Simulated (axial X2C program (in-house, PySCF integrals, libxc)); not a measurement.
**BH: cheaper levels and CCSD(T), with spin–orbit coupling**

Calculated with an in-house relativistic program for diatomic molecules. Two-component (2c) means X2C with spin–orbit coupling and atomic mean-field two-electron Coulomb and Gaunt terms. Basis: B dyall-v3z [7s6p2d1f], H dyall-v3z [6s2p1d] (cores contracted in-house); Gaussian nuclei, density fitting, unrestricted open shells. Masses: B 11.009 u, H 1.008 u.

State: Ω = 0 (closed shell); fragments B + H.

| level | Re (Å) | ωe (cm⁻¹) | De (eV) |
| --- | --- | --- | --- |
| PBE0 | 1.241 | 2325.7 | 3.49 |
| HF | 1.221 | 2486.8 | 2.68 |
| MP2 | 1.228 | 2427.9 | 3.48 |
| CCSD | 1.235 | 2358.4 | 3.61 |
| PW91 | 1.248 | 2252.7 | 3.54 |

Correlated methods: 4 electrons correlated (number of frozen shells: B 1 s; H none), 108 virtual spin orbitals or spinors in MP2, 64 natural virtuals in coupled cluster.

CCSD(T), same Hamiltonian and basis:

Re = 1.236 Å, ωe = 2348.3 cm⁻¹, De = 3.62 eV; T1 = 0.013 (Lee–Taylor normalisation).

Q: Give the differences from CCSD(T) in the columns below.

A: 

| level | ΔRe (Å) | Δωe (cm⁻¹) | ΔDe (eV) |
| --- | --- | --- | --- |
| PBE0 | 0.005 | -23 | -0.13 |
| HF | -0.015 | 138 | -0.94 |
| MP2 | -0.008 | 80 | -0.14 |
| CCSD | -0.001 | 10 | -0.01 |
| PW91 | 0.012 | -96 | -0.08 |

One determinant describes the state; a PBE0 search over occupations chose it and may have missed a lower one. The closed shell is kept restricted, so the energy runs too high when the bond is stretched far. Dissociation energies refer to the lowest single-determinant-based atoms at the same level and basis. CCSD and (T) use frozen natural virtuals with an MP2 correction for the truncation; (T) itself is uncorrected, so its De runs slightly low. In 2c an atomic determinant is not the ground J level, so De misses part of the atomic spin–orbit lowering. This holds for PBE0, PW91. The functionals have no current-density term, which raises determinants with orbital currents, atoms included.
